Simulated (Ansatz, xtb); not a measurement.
Relative energy of two isomers of C3H3FO

Structure a: `O=C/C=C/F`, a singlet. Structure b: `C=CC(=O)F`, a singlet. Both are isolated molecules in the gas phase, relaxed with B3LYP/def2-SVP; each stands in its lowest conformer found.

Problem. Which of the two would you expect CCSD(T)/def2-SVP + ΔMP2/def2-TZVPP electronic energies to favour?

Solution. Structure b; the calculation gives E(b) − E(a) = −18.1 kcal/mol.

How the difference moves with the method:

```csv
level,geometry,E(b) − E(a) (kcal/mol),departure from the last row (kcal/mol),"job, with rough time for the two"
GFN2-xTB,GFN2-xTB,−12.6,+5.5,"optimisation, 0.088 s"
HF/STO-3G,GFN2-xTB,−9.5,+8.6,"single point, 0.2 s"
r2SCAN-D4/def2-SVP,GFN2-xTB,−18.7,−0.6,"single point, 1.4 s"
B3LYP/def2-SVP,B3LYP/def2-SVP,−17.6,+0.5,"optimisation, 15 s"
HF/def2-SVP,B3LYP/def2-SVP,−19.6,−1.5,part of the CCSD(T) run
MP2/def2-SVP,B3LYP/def2-SVP,−20.0,−1.9,part of the CCSD(T) run
CCSD(T)/def2-SVP,B3LYP/def2-SVP,−19.4,−1.3,single point
CCSD(T)/def2-SVP + ΔMP2/def2-TZVPP,B3LYP/def2-SVP,−18.1,,"single point, 12 s"
```

As drawn, both hold the same kinds of bond in the same numbers.

The levels shown agree on the order. The largest departure from CCSD(T)/def2-SVP + ΔMP2/def2-TZVPP is that of HF/STO-3G, 8.6 kcal/mol. The last row adds to CCSD(T) the change of the MP2 difference between the two basis sets, here +1.3 kcal/mol.

With harmonic frequencies from B3LYP/def2-SVP (ideal gas, rigid rotor, one conformer each, 298.15 K, 1 atm): on the last row, ΔE + ΔZPE = −17.8, ΔH = −17.9, ΔG = −17.8 kcal/mol.

The correlated steps freeze 5 core orbitals. Codes used: Ansatz 0.2.0, xtb 6.7.1; the last row on 2 threads of Intel(R) Xeon(R) 6975P-C (Granite Rapids) on a shared host.
